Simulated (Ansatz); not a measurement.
Ideal-gas functions of C2H5S2, SMILES `[CH2]SSC` radical at 500 K and 1 bar, from an Ansatz frequency run at PBE0-D4/def2-TZVP.

Molar mass 93.2 g/mol, point group C1 (symmetry number 1), electronic degeneracy 2, moments of inertia 57.798, 169.826, 188.677 u Å². Harmonic wavenumbers (cm⁻¹, unscaled): 97, 155, 222, 231, 292, 409, 519, 715, 828, 914, 968, 969, 1334, 1379, 1447, 1470, 3057, 3150, 3163, 3165, 3294.

Use S(trans) = R[1.5 ln M + 2.5 ln T − 1.1517]; rotational temperatures θ = 24.2544 K / I; S(rot) = R[ln(√π/σ · √(T³/θAθBθC)) + 1.5]; for each mode x = 1.438777 ν̃/T, S = R[x/(eˣ − 1) − ln(1 − e⁻ˣ)] and H = RT x/(eˣ − 1); 1 cm⁻¹ = 0.0119627 kJ/mol; R = 8.31446 J/(mol·K).

Question: By hand: the entropy, in J/(mol·K).

Answer: Translation 176.2. Rotation: θ = 0.4196, 0.1428, 0.1285 K, giving 115.0. Vibration, mode by mode: 18.95, 15.10, 12.18, 11.86, 10.00, 7.42, 5.71, 3.64, 2.82, 2.32, 2.05, 2.05, 0.88, 0.79, 0.68, 0.64, 0.01, 0.01, 0.01, 0.01, 0.01, in all 97.2. Electronic 5.8. Sum 394.2 J/(mol·K).

Question: By hand: H − E and G − E in kJ/mol, counted from the electronic energy.

Answer: Zero-point energy ½ × 27778 × 0.0119627 = 166.1; thermal vibration 25.3; translation, rotation and pV give 4 RT = 16.6. H − E = 208.0 kJ/mol, and G − E = 208.0 − 500 × 394.2/1000 = 10.9 kJ/mol.

Vibration gives 25 % of the entropy, 19.0 J/(mol·K) of it from the mode under 150 cm⁻¹: soft modes count most, and the harmonic formula is weakest for them. The sum counts one conformer and one mirror image; others add a mixing term.
